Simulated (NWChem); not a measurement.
System: F, doublet

Input file for NWChem:

```
start job
memory heap 200 mb stack 900 mb global 1100 mb
geometry units angstroms noautoz
  F      0.000000     0.000000     0.000000
end
basis spherical
  * library def2-tzvp
end
dft
  odft
  mult 2
  xc m06-l
  iterations 150
  mulliken
end
task dft energy
```

Excerpt of the output:

```
             Northwest Computational Chemistry Package (NWChem) 7.3.0
             --------------------------------------------------------

                             Geometry "geometry" -> ""
                             -------------------------

 Output coordinates in angstroms (scale by  1.889725989 to convert to a.u.)

  No.       Tag          Charge          X              Y              Z
 ---- ---------------- ---------- -------------- -------------- --------------
    1 F                    9.0000     0.00000000     0.00000000     0.00000000

 Effective nuclear repulsion energy (a.u.)       0.0000000000

                                 NWChem DFT Module
                                 -----------------

 Summary of "ao basis" -> "ao basis" (spherical)
 ------------------------------------------------------------------------------
       Tag                 Description            Shells   Functions and Types
 ---------------- ------------------------------  ------  ---------------------
 F                         def2-tzvp                11       31   5s3p2d1f

            General Information
            -------------------
          SCF calculation type: DFT
          Wavefunction type:  spin polarized.
          No. of atoms     :     1
          No. of electrons :     9
           Alpha electrons :     5
            Beta electrons :     4
          Charge           :     0
          Spin multiplicity:     2
          Use of symmetry is: off; symmetry adaption is: off
          Maximum number of iterations: 150
          AO basis - number of functions:    31
                     number of shells:    11
          Convergence on energy requested:  1.00D-06
          Convergence on density requested:  1.00D-05
          Convergence on gradient requested:  5.00D-04

              XC Information
              --------------
                        M06-L Method XC Functional
                         M06-L Exchange Functional  1.000
                       M06-L Correlation Potential  1.000

             Grid Information
             ----------------
          Grid used for XC integration:  medium
          Radial quadrature: Mura-Knowles
          Angular quadrature: Lebedev.
          Tag              B.-S. Rad. Rad. Pts. Rad. Cut. Ang. Pts.
          ---              ---------- --------- --------- ---------
          F                   0.50       49           4.0       434
          Grid pruning is: on
          Number of quadrature shells:    49
          Spatial weights used:  Erf1

      Superposition of Atomic Density Guess
      -------------------------------------

 Sum of atomic energies:         -99.41807837

      Non-variational initial energy
      ------------------------------

 Total energy =     -99.059303
 1-e energy   =    -139.274928
 2-e energy   =      40.215625
 HOMO         =      -0.590344
 LUMO         =       0.637433

     ---------------------------------------------
      Total Density - Mulliken Population Analysis
     ---------------------------------------------

    Atom       Charge   Shell Charges
 -----------   ------   -------------------------------------------------------
    1 F    9     9.00   0.77  1.20  0.63  1.03  0.36  2.08  2.01  0.91  0.00  0.00 -0.00

     --------------------------------------------
      Spin Density - Mulliken Population Analysis
     --------------------------------------------

    Atom       Charge   Shell Charges
 -----------   ------   -------------------------------------------------------
    1 F    9     1.00   0.00  0.00  0.00  0.00  0.00  0.42  0.40  0.18  0.00  0.00 -0.00

   convergence    iter        energy       DeltaE   RMS-Dens  Diis-err
 ---------------- ----- ----------------- --------- --------- ---------
 d= 0,ls=0.0,diis     1    -99.7422964016 -9.97D+01  3.59D-03  7.39D-02
                                                     1.84D-03  4.44D-02
 d= 0,ls=0.0,diis     2    -99.7491460417 -6.85D-03  1.63D-03  2.04D-02
                                                     1.86D-03  2.23D-02
 d= 0,ls=0.0,diis     3    -99.7530770937 -3.93D-03  5.86D-04  3.12D-03
                                                     3.55D-04  1.82D-03
 d= 0,ls=0.0,diis     4    -99.7537467769 -6.70D-04  3.45D-05  1.90D-06
                                                     5.24D-05  1.11D-05
 d= 0,ls=0.0,diis     5    -99.7537493307 -2.55D-06  4.60D-06  2.39D-07
                                                     3.64D-05  5.02D-07
 d= 0,ls=0.0,diis     6    -99.7537498829 -5.52D-07  4.15D-06  1.62D-07
                                                     3.73D-05  1.59D-07
 d= 0,ls=0.0,diis     7    -99.7537503886 -5.06D-07  9.70D-07  1.50D-07
                                                     9.15D-06  1.57D-07

         Total DFT energy =      -99.753750388642
      One electron energy =     -139.241212024302
           Coulomb energy =       49.865150128171
    Exchange-Corr. energy =      -10.377688492511
 Nuclear repulsion energy =        0.000000000000

 Numeric. integr. density =        8.999999624906

                    DFT Final Alpha Molecular Orbital Analysis
                    ------------------------------------------

 Vector    3  Occ=1.000000D+00  E=-5.082961D-01
              MO Center=  1.7D-15, -1.8D-15,  1.9D-14, r^2= 4.0D-01
   Bfn.  Coefficient  Atom+Function         Bfn.  Coefficient  Atom+Function
  ----- ------------  ---------------      ----- ------------  ---------------
     8      0.529742  1 F  pz                11      0.446000  1 F  pz
    14      0.207308  1 F  pz                 7     -0.050554  1 F  py
     6      0.049434  1 F  px                10     -0.042559  1 F  py
     9      0.041616  1 F  px

[...]
```

Level: M06-L/def2-TZVP, spin-unrestricted. The open p shell is one determinant without spherical averaging. No stability test was run on the SCF state.
